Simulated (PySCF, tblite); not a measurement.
**C₄H₄NO radical: geometry, infrared bands and EPR parameters**

Wanted: the infrared bands and EPR parameters of C₄H₄NO radical (`[CH2][C@]1(C#N)CO1`), by calculation.

The runs use tblite 0.8.0 and PySCF 2.14.0, with density-fitted response routines of our own; the level of theory stands in each step. All values are computed, except where a source is named. Atoms are numbered from 0 throughout.

### 1 The molecule as given

10 atoms, charge 0, multiplicity 2; geometry from: force field or distance geometry start.

Bonds of the start (Å): C0–C1 1.49, C1–C2 1.45, C2–N3 1.17, C1–C4 1.52, C4–O5 1.43, O5–C1 1.44, C0–H6 1.08, C0–H7 1.07, C4–H8 1.08, C4–H9 1.08.

### 2 Relaxing the molecule with GFN2-xTB

Job settings and geometry (Å):

```
{"job": {"kind": "relax", "xc": "GFN2-xTB", "basis": "xTB"}, "charge": 0, "multiplicity": 2}
C      1.020500    -0.954500     0.431600
C      0.174300     0.067500    -0.238300
C      0.705400     1.383300    -0.516200
N      1.109500     2.460000    -0.732600
C     -1.314300    -0.024500     0.077200
O     -0.794100    -0.355000    -1.218400
H      1.338800    -0.806000     1.451900
H      1.342900    -1.818200    -0.119600
H     -1.882100     0.889500     0.158300
H     -1.692100    -0.837400     0.683500
```

Run with:

```console
$ OMP_NUM_THREADS=1 python probes_run.py task.json out
```

One launch serves the whole session: the jobs run in the order shown.

**Question.** This job is followed by: GFN2-xTB harmonic vibrations, gas phase; UKS B3LYP, pcH-1 on C H N O, non-relativistic, mean-field spin-orbit, GIAO. Predict these results of the whole session: strongest single infrared mode (GFN2-xTB); zero-point energy (GFN2-xTB); g(iso) (B3LYP); ⟨S²⟩; largest a(iso) (averaged by class); surface potential, 1st and 99th percentile.

The runs gave:

```
                                 quantity                  value
strongest single infrared mode (GFN2-xTB)  2408 cm⁻¹, 126 km/mol
             zero-point energy (GFN2-xTB)          42.5 kcal/mol
                           g(iso) (B3LYP)                2.00276
                                     ⟨S²⟩     0.756 (exact 0.75)
       largest a(iso) (averaged by class)    13C on C0, 82.4 MHz
    surface potential, 1st and 99th percentile     -1.66 V and 1.43 V
```

**Reading.** Over 55 steps the energy fell by 0.348 eV; of the close pairs, C4–O5 changed most, 1.435 to 1.384 Å. No mode is imaginary among the 24: a minimum at this level. The strongest single mode, at 2408 cm⁻¹, moves mainly C2 and N3. Unscaled tight-binding wavenumbers are off by several per cent, some by more. Its intensities can rank the bands wrongly. Most of the unpaired spin sits on C0 (1.02 e). The isotropic g lies 0.4 ppt above the free-electron value.
